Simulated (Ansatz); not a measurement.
Relaxation of BClH₃ (5 atoms, charge 0, multiplicity 2), to a largest force component of 0.03 eV/Å in at most 50 steps.

Computed with Ansatz 0.2.0, UKS PBE0-D4/def2-SVP.

```xyz
5
Properties=species:S:1:pos:R:3
B -0.059 0.000 -0.360
H 0.007 0.000 2.035
H 1.008 0.000 -0.925
Cl -1.564 0.000 -1.191
H 0.028 0.000 2.757
```

Task: Where does it end, and by what steps?

Result: It converged. The force dipped under the threshold on the way, but the program's further checks kept it going. After 6 steps the energy has fallen by 0.081 eV; H5 moved furthest, 0.47 Å.

| step | energy less start (eV) | largest force component (eV/Å) | accepted |
| --- | --- | --- | --- |
| 0 | 0.0000 | 1.870 | yes |
| 1 | -0.0686 | 0.037 | yes |
| 2 | -0.0780 | 0.083 | yes |
| 3 | -0.0757 | 0.277 | no |
| 4 | -0.0788 | 0.016 | yes |
| 5 | -0.0804 | 0.019 | yes |
| 6 | -0.0806 | 0.004 | yes |

```xyz
5
Properties=species:S:1:pos:R:3
B -0.073 0.000 -0.661
H 0.029 0.000 2.462
H 0.991 0.000 -1.231
Cl -1.584 0.000 -1.478
H 0.057 0.000 3.224
```

Whether the end is a true minimum wasn't checked by a vibrational analysis.

Run time: 5.3 s on 1 thread of Intel(R) Xeon(R) 6975P-C (Granite Rapids), on a shared host, peak memory 0.13 GiB.
